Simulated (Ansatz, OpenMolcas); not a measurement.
# CH4O2 (methanediol): a line through the functionals

The species is CH4O2 (7 atoms), meant as a singlet with charge 0. As SMILES, `OCO`. The coordinates come from a PBE0-D4/def2-TZVP relaxation. This is a higher conformer, about 15 kJ/mol above the lowest found by a separate search.

The vertical energy of the triplet above the singlet y, in eV, basis def2-TZVP; a is the functional's share of exact exchange. Programs: Ansatz 0.2.0, OpenMolcas 26.06.

| functional | program | a | y (eV) |
| --- | --- | --- | --- |
| TPSS | OpenMolcas | 0 | 6.86 |
| BLYP | Ansatz | 0 | 6.73 |
| B3LYP | Ansatz | 0.2 | ? |
| PBE0 | Ansatz | 0.25 | 7.18 |
| BHLYP | Ansatz | 0.5 | 7.31 |

Question: Fit y = c + s·a to the known rows and predict B3LYP.

Answer: 
1. Means of the 4 rows: a = 0.1875, y = 7.020.
2. Σ(Δa)² = 0.17188, Σ(Δa·Δy) = 0.185, so the slope is 0.185/0.17188 = 1.0763.
3. Intercept: 7.020 − (1.0763) × 0.1875 = 6.818. The largest residual of the fit is 0.093.
4. B3LYP: 6.818 + (1.0763) × 0.2 = 7.03 eV.

The run gave 7.15 eV, so the prediction is off by -0.12 eV, about the largest residual. The rows mix families of semi-local functionals, which the line can't see.
